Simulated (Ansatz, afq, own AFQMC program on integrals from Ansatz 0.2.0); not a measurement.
Two steps: Ansatz 0.2.0 writes the Fock matrix and Cholesky factors of the valence space, and afq projects on them the lowest state that overlaps trial and start.

```yaml
crystal:
  periodic: [false, false, false]
  atoms:
    - {symbol: Si, position_ang: [0.000000, -0.083231, 0.527232]}
    - {symbol: C, position_ang: [0.000000, 0.076222, -1.305753]}
    - {symbol: H, position_ang: [0.000000, 1.410897, 0.868536]}
basis:
  gaussian: {orbitals: cc-pVTZ}
magnetization: {spin_polarized: false, initial_magnetization: 3}
correlation: {method: ccsd_t, electrons: outside_noble_gas, hamiltonian_folder: ham}
```

```sh
$ ansatz run in.yaml --threads 1 --pin off --events-out ev --progress --plain --max-ram 16896MiB --backend cuda --devices 0, --max-vram 18GiB
```

afq runs on the folder ham with

```
--method phaseless --trial hf --walkers 1400 --populations 20 --least-time 40 --time-step 0.005 --steps-per-block 20 --equilibration-blocks 112 --max-blocks 4000 --target-error 0.0009000 --factor-cut 1e-05 --start spin_pure --seed 9921 --taylor-order 6
```

Times are imaginary, in 1/Eh. The walk had a cap of 97 s. With eight or more populations the least sampling time is a fifth of least-time, and the error comes from their spread.

Output of the walk:

```
orbitals 72  electrons 6 3  factors 457 of 463
reference energy -327.20854467 Eh
CCSD correlation -0.21541412 Eh in 16 cycles, weight of the determinant in the CISD state 0.8230
energy of the start -327.208550 Eh
 block  time / (1/Eh)  mean weight  energy / Eh
     1     0.100  1.0010  -327.252383
     2     0.200  1.0007  -327.284491
     3     0.300  1.0014  -327.308315
     4     0.400  1.0017  -327.327381
     5     0.500  1.0015  -327.342407
     7     0.700  1.0005  -327.362868
     9     0.900  0.9999  -327.376555
    13     1.300  1.0001  -327.394727
    25     2.500  0.9998  -327.419596
    37     3.700  0.9995  -327.426669
    43     4.300  0.9996  -327.416507
    49     4.900  1.0001  -327.426474
    61     6.100  0.9995  -327.427398
    73     7.300  1.0002  -327.425941
    85     8.500  1.0008  -327.433995
    97     9.700  0.9998  -327.425033
   109    10.900  1.0002  -327.435635
   121    12.100  0.9996  -327.439801
   133    13.300  1.0002  -327.424975
   145    14.500  1.0005  -327.434199
   157    15.700  1.0001  -327.436417
   169    16.900  0.9997  -327.436499
   181    18.100  1.0002  -327.431047
   193    19.300  1.0001  -327.440263
   205    20.500  1.0002  -327.439549
   217    21.700  0.9998  -327.438053
   223    22.300  1.0003  -327.450508
   229    22.900  0.9998  -327.434831
   241    24.100  1.0000  -327.439488
error from the spread of 20 populations
energy -327.434447 +/- 0.000815 Eh
(rows thinned)
```

The run passed its tests (sampling time, drift between the halves within three errors, error under three times the target), which doesn't prove that it has relaxed. The second half of the sampling lies below the first by 2.8 errors of their difference, so the energy may still be moving and its error bar be too small.

Against this walk (error 22.2 meV) on the same determinant: CCSD(T) 17.5 meV higher (within the noise), CCSDT(Q) 63.1 meV lower, a separate phaseless walk with a CISD trial and standard settings 33.8 ± 22.7 meV lower (within the noise). The error is statistical and leaves out the bias of the constraint. None of these is a sure reference here.

Cautions: constraint bias not in the error; another spin lies lower; a spin-contaminated unrestricted determinant lies lower (UHF 135 meV lower, ⟨S²⟩ 3.98); strong correlation (T1 0.058, weight of the determinant 0.82, largest double 0.08); the bias of populations of 70 walkers isn't removed.

The walk took 16 s on 1 × NVIDIA H100 80GB HBM3 with 2 threads of AMD EPYC 7R13 Processor (Zen 3) (shared host) (the card was shared). The log's last line is the phaseless energy.

CCSDT and higher add their correlation energy to the determinant of the CCSD(T) run, since their own runs factorise the integrals more tightly (a shift of under 2 meV). A walk keeps the symmetry of its determinant, which the program's search chose and which needn't be the lowest solution, so a lower state of the same spin and another symmetry isn't excluded.
